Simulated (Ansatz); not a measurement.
Basis sets compared for Si(NH2)2 (SiN₂H₄). The state is a singlet with charge 0. Geometry PBE0-D4/def2-TZVP. Ansatz on 4 threads of Arm Neoverse V2 on a shared host; times are rough, and most runs start from earlier orbitals.

```xyz
7

Si   -0.588   -0.685   -0.687
N     0.984   -0.023   -0.875
H     1.527   -0.231   -1.696
H     1.478    0.586   -0.240
N    -1.018   -0.017    0.834
H    -1.915   -0.221    1.243
H    -0.467    0.591    1.421
```

Binding counts from free atoms (Si triplet, N quartet, H doublet) in the same basis, without a counterpoise term.

```json
{"level": "PBE-D4/def2-SVP", "functions": "66", "energy (Eh)": "-400.9743", "HOMO (eV)": "-5.02", "LUMO (eV)": "-0.73", "binding per atom (eV)": "3.59", "wall time": "0.35 s"}
{"level": "PBE0-D4/def2-SVP", "functions": "66", "energy (Eh)": "-401.0084", "HOMO (eV)": "-6.15", "LUMO (eV)": "0.07", "binding per atom (eV)": "3.49", "wall time": "0.3 s"}
```

Estimate the rows for PBE-D4/def2-TZVP, PBE0-D4/def2-TZVP.


| level | functions | energy (Eh) | HOMO (eV) | LUMO (eV) | binding per atom (eV) | wall time |
| --- | --- | --- | --- | --- | --- | --- |
| PBE-D4/def2-TZVP | 123 | -401.2168 | -5.25 | -1.06 | 3.62 | 0.5 s |
| PBE0-D4/def2-TZVP | 123 | -401.2475 | -6.33 | -0.26 | 3.52 | 0.65 s |
